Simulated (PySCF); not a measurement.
Species: C3H7O, net charge 0, doublet state. It need not be the lowest isomer of its formula. SMILES: C[CH]OC
Geometry from a B3LYP-D3(BJ)/def2-TZVP (Ansatz) optimisation:
```xyz
11

O      0.0523    -0.6706     0.1071
C     -0.0603     0.6776    -0.0442
C      1.3727    -1.1799     0.0162
C     -1.4467     1.1966    -0.0072
H      0.7128     1.1611    -0.6368
H      1.3058    -2.2608     0.1190
H      1.8188    -0.9338    -0.9534
H      2.0015    -0.7731     0.8135
H     -2.0459     0.8526    -0.8637
H     -1.9639     0.8656     0.8972
H     -1.4418     2.2870    -0.0213
```
Charge 0, spin multiplicity 2.

Dispersion corrections to the total energy (kcal/mol) from the dftd3 and dftd4 libraries through PySCF: D3(BJ) without and D4 with the three-body term, each with the damping fitted for the functional named.

| functional | D3(BJ) | D4 |
|---|---|---|
| r2SCAN | -1.02 | -0.88 |
| HF | -31.88 | -13.81 |
| BLYP | -7.59 | -7.77 |
| TPSS | [?] | -4.63 |
| B3LYP | -6.14 | [?] |
| revPBE | -9.88 | -12.77 |
| HSE06 | [?] | -2.60 |

Task: Complete the blanks.

Result: 
- TPSS, D3(BJ): -4.54
- B3LYP, D4: -5.42
- HSE06, D3(BJ): -2.18
